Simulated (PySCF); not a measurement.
Static response to an electric field

Species: C5H10S.
Geometry (GFN2-xTB, Å), atoms numbered from 1 in this order:
```xyz
16
C5H10S angstrom
C      2.3039    0.6733    0.6564
C      1.3456    0.7185   -0.2492
C      0.6186   -0.4750   -0.7823
C     -0.8889   -0.3808   -0.5211
C     -1.1906   -0.4105    0.9680
S     -2.9851   -0.3861    1.3079
H      2.7984    1.5615    1.0114
H      2.6410   -0.2591    1.0792
H      1.0275    1.6699   -0.6573
H      0.7760   -0.5337   -1.8629
H      1.0143   -1.3863   -0.3305
H     -1.2745    0.5471   -0.9527
H     -1.3984   -1.2155   -1.0070
H     -0.8368   -1.3369    1.4205
H     -0.7329    0.4327    1.4857
H     -3.2256    0.7900    0.7313
```

Level: PBE0/def2-SVPD (PySCF), static field, nuclei fixed, core orbitals frozen in the response. The polarisability tensor in these axes (au):

```
x   100.89   3.61   0.96
y     3.61  71.36   1.58
z     0.96   1.58  78.02
```

**Question.** Diagonalise the tensor; give its mean and Δα, where Δα² is half the sum of the squared differences of the eigenvalues.

**Answer.** Principal values 70.64, 78.25 and 101.38 au; mean 83.42 au = 12.36 Å³ = 13.75 × 10⁻⁴⁰ C²·m²/J; Δα = 27.73 au (33 % of the mean).

**Question.** What is the dipole moment, and where does it point?

**Answer.** (1.39, 0.50, -0.99) D, 1.78 D in size, pointing from the negative to the positive side. Measured along this direction, the outermost atoms are S6 at the negative end and H7 at the positive end.

**Question.** Form Σ f/ω² (atomic units) for the 6 lowest TDDFT singlets, given as eV and f, and set it beside the mean polarisability, which is this sum over all singlets: 5.47, 0.0080; 6.06, 0.0183; 6.20, 0.0387; 6.80, 0.0142; 6.93, 0.0125; 7.08, 0.0441.

**Answer.** They add up to 2.38 au, 2.9 % of the 83.42 au; the largest single term is 0.75 au, from the state at 6.20 eV. Terms in order: 0.20, 0.37, 0.75, 0.23, 0.19, 0.65 au. Higher excitations give the rest. The strengths listed sum to 0.136.

**Question.** Find the Langevin capture rate constant for NO+ (29.998 u) meeting this molecule (102.050 u), k = 2.342 × 10⁻⁹ cm³/s × √(α in Å³ / reduced mass in u).

**Answer.** The reduced mass is 23.18 u, so k = 1.71 × 10⁻⁹ cm³/s. The formula leaves out the permanent dipole, which adds to the capture rate.

**Question.** Traceless (Buckingham) quadrupole moment about the centre of nuclear charge: eigenvalues?

**Answer.** -9.59, 1.16, 8.43 D·Å. The values depend on the origin, since the dipole doesn't vanish. The electronic extent ⟨r²⟩ about the same centre is 1111 bohr², a root-mean-square distance of 2.36 Å for the 56 electrons.

**Question.** What molar refraction does this α imply?

**Answer.** Lorentz–Lorenz: R = (4π/3)N_A α = 2.5225 cm³/(mol·Å³) × 12.36 Å³ = 31.2 cm³/mol, in the limit of long wavelengths.

**Question.** What depolarisation ratio follows for Rayleigh scattering of linearly polarised light, taking the static tensor?

**Answer.** ρ = 3Δα²/(45ᾱ² + 4Δα²) = 2307.4/(313175 + 3076.5) = 0.0073.

The structure is a single GFN2-xTB conformer in the gas phase; no vibrational or solvent corrections.
